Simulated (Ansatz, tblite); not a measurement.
# MgMeF (CH3FMg): removing an electron

An exercise on one series of results from a longer session: the logs are not shown, and one member is left open.

The runs use Ansatz 0.2.0, Gaussian basis; as each input shows.

Plan: charge +1 doublet, at the geometry of the singlet (PBE0-D4/def2-TZVP, PBE-D4/def2-TZVP, r2SCAN-D4/def2-TZVP, CCSD(T)/def2-TZVPP); the starting singlet's energies come from earlier runs.

**The geometry**

The singlet was relaxed beforehand with PBE-D4/def2-TZVP.

6 atoms, charge 0, spin multiplicity 1.

Atoms are counted from 1 here; the program's logs count them from 0.

Bond lengths: Mg1–C2 2.081 Å, Mg1–F6 1.778 Å, C2–H3 1.101 Å, C2–H4 1.101 Å, C2–H5 1.101 Å. Angles: C2–Mg1–F6 180.0°, Mg1–C2–H3 111.3°, Mg1–C2–H4 111.3°, Mg1–C2–H5 111.3°, H3–C2–H4 107.6°, H3–C2–H5 107.6°, H4–C2–H5 107.6°.

Set-up of the first run:

File in.yaml:

```yaml
crystal:
  periodic: [false, false, false]
  atoms:
    - {symbol: Mg, position_ang: [-0.006554, 0.003262, -1.290379]}
    - {symbol: C, position_ang: [0.003725, -0.001993, 0.790405]}
    - {symbol: H, position_ang: [-0.434026, 0.923481, 1.194137]}
    - {symbol: H, position_ang: [1.028045, -0.085340, 1.184059]}
    - {symbol: H, position_ang: [-0.576661, -0.847148, 1.190393]}
    - {symbol: F, position_ang: [-0.014529, 0.007749, -3.068605]}
basis:
  gaussian: {orbitals: def2-TZVP}
total_charge: 1
magnetization: {spin_polarized: true, initial_magnetization: 1}
hamiltonian: {xc: pbe0, dispersion: d4}
output: {orbitals: {seedname: orbitals}}
```

Started as:

```bash
ansatz run in.yaml --threads 4 --pin off --events-out ev --progress --plain --max-ram 3916MiB
```

Among the steps run: Charge +1 doublet at the fixed geometry, PBE0-D4/def2-TZVP; Charge +1 doublet at the fixed geometry, PBE-D4/def2-TZVP; Charge +1 doublet at the fixed geometry, r2SCAN-D4/def2-TZVP; Charge +1 doublet at the fixed geometry, CCSD(T)/def2-TZVPP.

One table of the session follows, with a row left open; its other results are not shown here.

It belongs to the step «Vertical ionisation energy». 

```
             method  vertical ionisation energy (eV)
      HF/def2-TZVPP                             8.73
   PBE-D4/def2-TZVP                             9.88
r2SCAN-D4/def2-TZVP                                ?
  PBE0-D4/def2-TZVP                             9.96
     MP2/def2-TZVPP                             9.98
    CCSD/def2-TZVPP                             9.88
 CCSD(T)/def2-TZVPP                             9.95
```

Q: Estimate the row for r2SCAN-D4/def2-TZVP from the others.

**Answer.** vertical ionisation energy (eV): 9.76. In the column «vertical ionisation energy (eV)» it lies between HF/def2-TZVPP (8.73) and PBE-D4/def2-TZVP (9.88).
